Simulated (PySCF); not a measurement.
allene (C3H4), SMILES C=C=C. Atoms are numbered in the order given.

```xyz
7

C      0.0000     0.0000    -1.3001
C      0.0000     0.0000     0.0000
C      0.0000     0.0000     1.3001
H      0.6550     0.6550    -1.8632
H     -0.6550    -0.6550    -1.8632
H      0.6550    -0.6550     1.8632
H     -0.6550     0.6550     1.8632
```
Charge 0, spin multiplicity 1.

The structure is a stationary point at B3LYP-D3(BJ)/def2-TZVP.

Method: PySCF with PBE0/pcJ-1.

Isotropic couplings with Fermi-contact, spin-dipole and both spin-orbit terms, one fixed conformer, no vibrational averaging. Isotopes: 13C, 1H.

Task: Estimate the spin–spin coupling constants. (Estimate from the structure and the level; the computed values follow.)

Result: 
| pair | bonds apart | J (Hz) |
|---|---|---|
| C1–C2 | 1 | 111.5 |
| C1–H4 | 1 | 168.1 |
| C1–H5 | 1 | 168.1 |
| C2–C3 | 1 | 111.5 |
| C3–H6 | 1 | 168.1 |
| C3–H7 | 1 | 168.1 |
| C1–C3 | 2 | 8.1 |
| C2–H4 | 2 | -6.1 |
| C2–H5 | 2 | -6.1 |
| C2–H6 | 2 | -6.1 |
| C2–H7 | 2 | -6.1 |
| H4–H5 | 2 | -16.0 |
| H6–H7 | 2 | -16.0 |
| C1–H6 | 3 | 9.0 |
| C1–H7 | 3 | 9.0 |
| C3–H4 | 3 | 9.0 |
| C3–H5 | 3 | 9.0 |
| H4–H6 | 4 | -10.2 |
| H4–H7 | 4 | -10.2 |
| H5–H6 | 4 | -10.2 |
| H5–H7 | 4 | -10.2 |
